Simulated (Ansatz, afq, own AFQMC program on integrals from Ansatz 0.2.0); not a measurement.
**Where AFQMC and coupled cluster stand for C$_{2}$H$_{5}$, doublet**

```yaml
atoms:
  - { symbol: C, position_ang: [0.0000, -0.0041, 0.7102] }
  - { symbol: C, position_ang: [0.0000, 0.0010, -0.7689] }
  - { symbol: H, position_ang: [0.0000, -1.0167, 1.1165] }
  - { symbol: H, position_ang: [0.8752, 0.5176, 1.1197] }
  - { symbol: H, position_ang: [-0.8752, 0.5176, 1.1197] }
  - { symbol: H, position_ang: [0.0000, -0.9170, -1.3407] }
  - { symbol: H, position_ang: [0.0000, 0.9353, -1.3164] }
```

Basis 6-31G. Only valence electrons are correlated. Ansatz 0.2.0 and our own AFQMC program on the same integrals; the CISD trial comes from CCSD amplitudes, and released means the phaseless constraint is let go. Error bars are statistical, one sigma.

Determinant: UHF, the one that the program's search chose, which needn't be the lowest solution. The geometry is a PBE0/def2-TZVP stationary point of this or a neighbouring charge and spin state.

No full CI on the walks' own integrals is used here; CCSDT(Q) serves as the reference and is uncertain by about the last step of the cluster series.

* T1 diagnostic: 0.0073
* weight of the determinant in the CISD state: 0.914
* ⟨S²⟩ of the determinant: 0.764
* size of the correlated space: 13 electrons in 26 orbitals

```csv
level,correlation energy (eV)
MP2,-4.4584
CCSD,-5.2926
CCSD(T),-5.3838
```

(1) Estimate where phaseless AFQMC with the Hartree–Fock trial lies against CCSD(T) on the same integrals.

(1) 127.7 ± 53.9 meV below CCSD(T).

Reference: CCSDT(Q), correlation energy -5.401 eV. The released energy is read at 1.50 1/Eh (meV from the phaseless value at times in 1/Eh: -6 ± 10 at 0.24, -17 ± 9 at 0.50, 0 ± 9 at 1.00, 5 ± 7 at 1.50).

```
         level  E − E(reference) (meV)  share of correlation (%)
       CCSD(T)                    17.5                     99.68
         CCSDT                     5.1                     99.90
   ph-AFQMC/HF           -110.2 ± 53.9                    102.04
 ph-AFQMC/CISD               3.6 ± 8.9                     99.93
released AFQMC               8.4 ± 7.3                     99.84
```

A walk keeps the symmetry of its determinant, which the program's search chose and which needn't be the lowest solution, so a lower state of the same spin and another symmetry isn't excluded. Released energies are given only where the last usable release times agree within the noise; a slower fall can still hide under it.
